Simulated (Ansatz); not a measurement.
**Worked example: the barrier**

An elementary step of SiH₂F₂, singlet (SiF₂ + H₂ → SiH₂F₂ ([F][SiH2][F]); bonds formed: Si1–H4, Si1–H5; bonds broken: H4–H5). “Start” is the structure reached by relaxing down from the saddle towards the reactants; PBE0-D4/def2-TZVP structures. The saddle:

```
5
angstrom
Si 0.1659 0.1224 -0.4800
F 0.7437 1.4439 0.1896
F 1.2377 -1.0341 -0.2732
H -1.2710 -0.1973 -0.2983
H -0.8762 -0.3350 0.8618
```

Ansatz 0.2.0; basis: def2-TZVPP and def2-QZVPP; cores frozen in the correlated methods.

Energies in eV:

| quantity | saddle | start |
| --- | --- | --- |
| Hartree–Fock, triple zeta (X = 3) | -13307.59220 | -13310.28174 |
| Hartree–Fock, quadruple zeta (X = 4) | -13308.13656 | -13310.82271 |
| MP2 correlation, X = 3 | -17.50944 | -17.12997 |
| MP2 correlation, X = 4 | -19.12258 | -18.72468 |
| CCSD(T) correlation, X = 3 | -18.58119 | -18.08464 |

**Question.** Work out the barrier at the basis limit: extrapolate Hartree–Fock as E(X) = E∞ + A exp(−7.88 √X) and the MP2 correlation as E(X) = E∞ + B X^−2.97 (the exponents that Neese and Valeev fitted for def2-TZVPP and QZVPP), then add CCSD(T) − MP2 in triple zeta.

**Answer.** Each step is linear, so take the differences first (saddle − start): Hartree–Fock 2.68954 (X = 3) and 2.68615 (X = 4); MP2 correlation -0.37947 and -0.39790; CCSD(T) correlation -0.49655.
Two points give E∞ = E(4) + w [E(4) − E(3)], with w = 1/(exp(7.88 (2 − √3)) − 1) = 0.1377 for Hartree–Fock and w = 1/((4/3)^2.97 − 1) = 0.7407 for the correlation.
Hartree–Fock: 2.68615 + 0.1377 × (-0.00339) = 2.6857 eV.
MP2 correlation: -0.39790 + 0.7407 × (-0.01843) = -0.4116 eV.
CCSD(T) − MP2: -0.49655 − (-0.37947) = -0.1171 eV.
Sum: 2.6857 + (-0.4116) + (-0.1171) = 2.1570 eV, or 49.74 kcal/mol. Plain CCSD(T) in triple zeta gives 2.1930 eV, so the larger basis shifts the result by -0.0360 eV.

No T1 diagnostic of these runs exceeds 0.016. The restricted Hartree–Fock reference is unstable towards an unrestricted one at one or more of these structures. A large double-excitation amplitude points to some diradical character; no triplet was computed.

Losses and insertions of silylenes and their heavier kin drive the gas-phase chemistry of silicon and germanium vapour deposition.

Labels in which every atom is bracketed show which atoms are joined, not bond orders.

For scale, one of the runs: CCSD(T)/def2-TZVPP, 132 basis functions, launched by `ansatz run in.yaml --threads 2 --pin off --events-out ev --progress --plain --max-ram 4352MiB`. Hardware: 2 CPU threads of an Intel Xeon Platinum 8375C, shared host. Wall time 7.5 s; peak host memory 0.7 GiB.
